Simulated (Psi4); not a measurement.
Process, species as SMILES: OCl (OH-Cl) + H+ → [OH2+]Cl
B3LYP-D3(BJ)/def2-TZVP geometries, fixed; electronic energies without zero-point terms; positive where energy is released.
Largest species:
```
O
H 1 0.9855
H 1 0.9855 2 111.16
Cl 1 1.7467 2 110.24 3 122.56
```
Charge +1, spin multiplicity 1.

How fast the proton affinity converges with the basis for several methods (Psi4): deviation from each method's own reference, in kcal/mol. References: B3LYP 159.02 kcal/mol, the value in aug-cc-pV(Q+d)Z; HF 163.35 kcal/mol, the value in aug-cc-pV(Q+d)Z; MP2 156.62 kcal/mol, Hartree-Fock in aug-cc-pV(Q+d)Z plus the correlation part extrapolated as X^-3 from aug-cc-pV(T+d)Z and aug-cc-pV(Q+d)Z; PBE 157.69 kcal/mol, the value in aug-cc-pV(Q+d)Z. Cartesian d functions, on some or all atoms, in 6-31G**, 6-31+G*; all else is spherical. Density fitting with the program's default auxiliary sets. In correlated methods cores are frozen. Psi4's default fitting sets serve the pcseg sets less well. The proton sits at the site shown, which need not be the one that binds it best. No added dispersion term, no relativity. 

| basis | functions | B3LYP | HF | MP2 | PBE |
|---|---|---|---|---|---|
| pcseg-0 | 26 | 2.93 | -0.65 | 8.87 | 3.26 |
| 6-31G** | 44 | 3.86 | 0.97 | 7.79 | 4.27 |
| 6-31+G* | 46 | -3.14 | -4.44 | -1.23 | -2.95 |
| def2-SVPD | 66 | -1.13 | -1.45 | 2.01 | -1.20 |
| jun-cc-pV(T+d)Z | 115 | -0.35 | -0.37 | 1.42 | -0.29 |
| def2-QZVPP | 187 | 0.27 | 0.12 | 1.35 | 0.35 |
| def2-QZVPPD | 211 | 0.04 | 0.03 | 1.06 | 0.04 |
| aug-pcseg-3 | 272 | 0.07 | 0.17 | 1.20 | 0.04 |
